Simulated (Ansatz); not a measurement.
Species: C₂H₄N, net charge 1, singlet state. It need not be the lowest isomer of its formula. 
Geometry from a B3LYP-D3(BJ)/def2-TZVP (Ansatz, a first-principles code) optimisation:
SMILES: CC#[NH+]
```xyz
7

C     -0.0096     0.0076    -1.2657
C      0.0013    -0.0010     0.1678
N      0.0099    -0.0079     1.3057
H      0.0063     1.0433    -1.6163
H      0.8734    -0.5230    -1.6324
H     -0.9166    -0.4909    -1.6186
H      0.0175    -0.0140     2.3151
```
Charge +1, spin multiplicity 1.

Basis-set convergence of Hartree-Fock and CCSD correlation energies (hartree) with Ansatz. Valence correlation only, unless marked. Spin-orbit coupling is left out. Non-relativistic.

```
basis    functions       E(HF)  E(corr, CCSD)
-------  ---------  ----------  -------------
cc-pVDZ          -  -132.24890       -0.44095
cc-pVTZ        146         [?]            [?]
```

Problem. Some entries are withheld; supply them.

Solution. 
- cc-pVTZ, E(HF): -132.28738
- cc-pVTZ, E(corr, CCSD): -0.52447
